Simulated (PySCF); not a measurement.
Ethylhydrazine, C2H8N2.
Bonds: C1–C2, C2–N3, N3–N4. Hydrogens: H5, H6, H7 on C1; H8, H9 on C2; H10 on N3; H11, H12 on N4.

The same species was optimised twice, with GFN2-xTB and with PBE0-D3(BJ)/def2-SVP (PySCF), and the same property calculations (PySCF, gas phase) were run on both structures.

```tsv
coordinate	GFN2-xTB	PBE0-D3(BJ)/def2-SVP	change
N3–N4 (Å)	1.417	1.397	-0.020
C1–H5 (Å)	1.087	1.101	+0.014
C1–H6 (Å)	1.087	1.100	+0.013
C1–H7 (Å)	1.088	1.101	+0.013
C2–H8 (Å)	1.092	1.103	+0.011
C2–N3 (Å)	1.457	1.447	-0.010
C2–H9 (Å)	1.107	1.117	+0.010
C1–C2 (Å)	1.525	1.518	-0.007
N3–H10 (Å)	1.018	1.016	-0.002
N4–H11 (Å)	1.016	1.017	+0.001
N4–H12 (Å)	1.025	1.026	+0.001
H8–C2–H9 (°)	108.2	106.3	-1.9
N4–N3–H10 (°)	106.9	108.3	+1.4
C1–C2–N3 (°)	110.9	112.3	+1.4
N3–N4–H11 (°)	108.2	109.5	+1.3
C2–C1–H6 (°)	110.0	111.2	+1.2
H5–C1–H7 (°)	108.7	107.9	-0.8
H6–C1–H7 (°)	108.3	107.5	-0.8
H11–N4–H12 (°)	108.0	107.3	-0.7
C1–C2–N3–N4 (°)	70	72	+2
```

Rotational constants: A = 14903, B = 5287, C = 4463 MHz (GFN2-xTB) against A = 15217, B = 5239, C = 4455 MHz (PBE0-D3(BJ)/def2-SVP). Point groups within 0.08 Å: C1 and C1.

On the GFN2-xTB structure: lowest singlet, TDDFT (eV) 6.64 [wB97X-D/def2-SVPD]; lowest triplet, Tamm–Dancoff (eV) 6.48 [wB97X-D/def2-SVPD]; isotropic polarisability (au) 45.2 [wB97X-D/def2-SVPD]; HOMO (eV) -8.67 [wB97X-D/def2-SVPD]; LUMO (eV) 2.40 [wB97X-D/def2-SVPD]; dipole (D) 1.85 [wB97X-D/def2-SVPD]; HOMO (eV) -6.65 [PBE0/pcSseg-1]; LUMO (eV) 1.37 [PBE0/pcSseg-1]; dipole (D) 1.82 [PBE0/pcSseg-1]; GIAO shielding of C1 (ppm) 171.9 [PBE0/pcSseg-1]; GIAO shielding of C2 (ppm) 132.5 [PBE0/pcSseg-1]; GIAO shielding of N3 (ppm) 176.1 [PBE0/pcSseg-1]; GIAO shielding of N4 (ppm) 183.7 [PBE0/pcSseg-1].

What do these properties become on the PBE0-D3(BJ)/def2-SVP structure?

| property | level | on GFN2-xTB | on PBE0-D3(BJ)/def2-SVP | change |
| --- | --- | --- | --- | --- |
| lowest singlet, TDDFT (eV) | wB97X-D/def2-SVPD | 6.64 | 6.61 | -0.03 |
| lowest triplet, Tamm–Dancoff (eV) | wB97X-D/def2-SVPD | 6.48 | 6.47 | -0.01 |
| isotropic polarisability (au) | wB97X-D/def2-SVPD | 45.2 | 45.6 | +0.4 |
| HOMO (eV) | wB97X-D/def2-SVPD | -8.67 | -8.63 | +0.04 |
| LUMO (eV) | wB97X-D/def2-SVPD | 2.40 | 2.41 | +0.01 |
| dipole (D) | wB97X-D/def2-SVPD | 1.85 | 1.66 | -0.19 |
| energy, GFN2-xTB geometry as zero (kcal/mol) | wB97X-D/def2-SVPD | 0.0 | -0.5 | -0.5 |
| HOMO (eV) | PBE0/pcSseg-1 | -6.65 | -6.60 | +0.05 |
| LUMO (eV) | PBE0/pcSseg-1 | 1.37 | 1.38 | +0.01 |
| dipole (D) | PBE0/pcSseg-1 | 1.82 | 1.62 | -0.20 |
| energy, GFN2-xTB geometry as zero (kcal/mol) | PBE0/pcSseg-1 | 0.0 | -0.3 | -0.3 |
| GIAO shielding of C1 (ppm) | PBE0/pcSseg-1 | 171.9 | 170.1 | -1.8 |
| GIAO shielding of C2 (ppm) | PBE0/pcSseg-1 | 132.5 | 132.4 | -0.1 |
| GIAO shielding of N3 (ppm) | PBE0/pcSseg-1 | 176.1 | 183.2 | +7.1 |
| GIAO shielding of N4 (ppm) | PBE0/pcSseg-1 | 183.7 | 186.1 | +2.4 |

The heavy atoms differ by 0.016 Å rms after alignment. Among all bonds N3–N4 changes most (-0.020 Å). Changes are differences of the printed values. Neither structure is proved a minimum here.

Shape of the structure used: `[CH3:1][CH2:2][NH:3][NH2:4]`: C1–C2–N3–N4 72°, H–N4–N3–C2 -85°, H–N4–N3–C2 34°.

The pairwise dispersion term of wB97X-D wasn't added to the energies; at a given geometry it leaves orbitals and properties as they are.
